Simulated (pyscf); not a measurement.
Structures and frequencies: ωB97X-D3(BJ)/def2-SVP in PySCF.

Problem. Estimate by transition-state theory the rate constant of `[CH3][CH3]` + `[CH3]` [doublet] → `[CH2][CH3]` [doublet] + `[CH4]` (doublet surface; C–H broken, C–H formed) at 1200 K, with ωB97M-D3(BJ)/def2-TZVP energies (ideal gas, 1 atm, RRHO with modes under 100 cm⁻¹ raised to 100, one conformer, R ln 2 for chiral ones without a mode under 150 cm⁻¹; no tunnelling).

Solution. The electronic barrier is 14.7 kcal/mol and the thermal terms add +28.5, so ΔG‡ = 43.2 kcal/mol. With k_BT/h = 2.50e+13 s⁻¹ and RT = 2.385 kcal/mol, and a volume of 1.64e-19 cm³ per molecule at 1 atm, k = 5.6e-14 cm³ molecule⁻¹ s⁻¹. Wigner's tunnelling factor for 1785i cm⁻¹ would be 1.19. A shift of 1 kcal/mol in the barrier changes k by a factor 1.5. This is the saddle that the search found; another between the same sides may lie lower. The angle at the transferred H is 177°.
